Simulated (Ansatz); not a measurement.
Geometry optimisation, Ansatz, RKS r2SCAN/6-31G.

The input (input.yaml):

```yaml
crystal:
  periodic: [false, false, false]
  atoms:
    - { symbol: C, position_ang: [-1.0495, 0.4021, 0.6792] }
    - { symbol: "N", position_ang: [0.0859, -0.3763, 0.4756] }
    - { symbol: C, position_ang: [0.41782, -1.10555, 1.68558] }
    - { symbol: S, position_ang: [2.19232, -1.06746, 1.18655] }
    - { symbol: C, position_ang: [1.31863, 0.45129, 0.47438] }
    - { symbol: H, position_ang: [-1.9767, -0.1753, 0.8115] }
    - { symbol: H, position_ang: [-1.2765, 1.1209, -0.1708] }
    - { symbol: H, position_ang: [-0.9526, 1.0761, 1.5631] }
    - { symbol: H, position_ang: [-0.01712, -2.1831, 1.70863] }
    - { symbol: H, position_ang: [0.20875, -0.66695, 2.63911] }
    - { symbol: H, position_ang: [1.29156, 1.3078, 1.12665] }
    - { symbol: H, position_ang: [1.62333, 0.72985, -0.51924] }
basis:
  gaussian: { orbitals: "6-31G" }
hamiltonian:
  xc: r2scan
relax:
  f_tol: 0.015
  max_steps: 40
output:
  orbitals: {}
```

Run as:

```bash
$ ansatz run input.yaml --threads 1 --pin off --max-ram 2048MiB --backend cpu --events-out ev --progress --plain --runs-dir out
```

Q: Where does it end, and by what steps?

A: The run converged. Limits of this set-up: no polarisation functions. After 6 steps the energy has fallen by 0.703 eV; S4 moved furthest, 0.29 Å.

```tsv
step	energy less start (eV)	largest force component (eV/Å)	accepted
0	0.0000	4.749	yes
1	-0.6298	1.054	yes
2	-0.6891	0.524	yes
3	-0.7012	0.117	yes
4	-0.7016	0.142	yes
5	-0.7032	0.036	yes
6	-0.7033	0.012	yes
```

```xyz
12
Properties=species:S:1:pos:R:3
C -1.139 0.519 0.744
N 0.063 -0.290 0.581
C 0.409 -1.212 1.681
S 2.291 -0.914 1.412
C 1.343 0.430 0.414
H -2.008 -0.142 0.837
H -1.281 1.137 -0.149
H -1.102 1.183 1.632
H 0.114 -2.251 1.514
H 0.102 -0.863 2.680
H 1.389 1.401 0.934
H 1.686 0.515 -0.619
```

Whether the end is a true minimum wasn't checked by a vibrational analysis.

The run took 39 s on 1 thread of Arm Neoverse V2 (shared host), peak memory 0.16 GiB.
